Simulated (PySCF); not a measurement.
Highest orbital energy against ionisation energy along the alkaline earths

Calculated with PySCF 2.14, no spin-orbit coupling. Each cell gives −ε(HOMO) / ΔSCF in eV; NIST values include spin-orbit coupling, (s) semi-empirical, (t) theoretical.

```tsv
species	UHF	LDA	PBE	PBE0	r2SCAN	NIST (lowest levels)
Be (def2-TZVPPD, non-relativistic)	8.414 / 8.042	5.595 / 9.020	5.605 / 8.995	6.490 / 8.970	5.746 / 8.788	9.323
Mg (def2-TZVPPD, non-relativistic)	6.884 / 6.611	4.773 / 7.737	4.700 / 7.633	5.425 / 7.558	4.812 / 7.366	7.646
Ca (def2-TZVPPD, non-relativistic)	5.320 / 5.119	3.846 / 6.216	3.750 / 6.076	4.315 / 5.998	3.822 / 5.805	6.113
Sr (def2-TZVPPD with the def2 core potential (28 electrons), ECP)	4.929 / 4.744	3.636 / 5.869	3.524 / 5.705	4.045 / 5.619	3.580 / 5.432	5.695
Ba (def2-TZVPPD with the def2 core potential (46 electrons), ECP)	4.421 / 4.262	3.325 / 5.346	3.217 / 5.189	3.685 / 5.106	3.261 / 4.915	5.212
```

Task: How far is −ε(HOMO) from ΔSCF on average for each method, and why?

Result: UHF 0.24 eV; LDA -2.60 eV; PBE -2.56 eV; PBE0 -1.86 eV; r2SCAN -2.22 eV. Hartree-Fock orbital energies lack relaxation and so exceed the ΔSCF value; semilocal functionals have convex E(N) from self-interaction, so their HOMO lies far too high; exact exchange moves hybrids part of the way back.
